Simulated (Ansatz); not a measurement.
Process, species as SMILES: N (NH3) → [NH2] (NH2) + H atom
B3LYP-D3(BJ)/def2-TZVP geometries, fixed; electronic energies without zero-point terms.
Largest species:
```
N
H 1 1.0136
H 1 1.0136 2 107.33
H 1 1.0136 2 107.33 3 -115.09
```

Energies in hartree at MP2 with Ansatz (an electronic-structure program); the bond dissociation energy is their sum with the coefficients shown, times 627.509 kcal/mol a hartree. All functions are spherical. Cores are frozen. Open shells are unrestricted. No added dispersion term, no relativity.

```tsv
species	coefficient	part	cc-pVDZ	cc-pVTZ	cc-pVQZ
N (NH3)	-1	Hartree-Fock	-56.19547	-56.21775	-56.22299
N (NH3)	-1	correlation	-0.18633	-0.23511	-0.25157
[NH2] (NH2)	+1	Hartree-Fock	-55.56699	-55.58579	-55.59045
[NH2] (NH2)	+1	correlation	-0.14364	-0.18471	-0.19855
H atom	+1	Hartree-Fock	-0.49928	-0.49981	-0.49995
```

### Question
Predict the bond dissociation energy in cc-pV5Z (X = 5): let each Hartree-Fock step shrink by the ratio of the last two, and fit each correlation energy at X = 3 and 4 to E + A/X^3. Compare with the run.

### Answer

- N (NH3): steps -0.02228 and -0.00524, ratio 0.235, so Hartree-Fock -56.22422 (run: -56.22463); A = (-0.23511 - (-0.25157))/(1/27 - 1/64) = 0.7687, correlation -0.25157 - A/64 + A/125 = -0.25743 (run: -0.25798).
- [NH2] (NH2): steps -0.01880 and -0.00466, ratio 0.248, so Hartree-Fock -55.59161 (run: -55.59178); A = (-0.18471 - (-0.19855))/(1/27 - 1/64) = 0.6464, correlation -0.19855 - A/64 + A/125 = -0.20348 (run: -0.20401).
- H atom: steps -0.00053 and -0.00014, ratio 0.264, so Hartree-Fock -0.49999 (run: -0.49999).
Predicted 117.07 kcal/mol; the run in cc-pV5Z gives 117.24, a miss of -0.16. Keeping the value in cc-pVQZ, 116.47, would miss by -0.77. All sums are of the energies as printed.
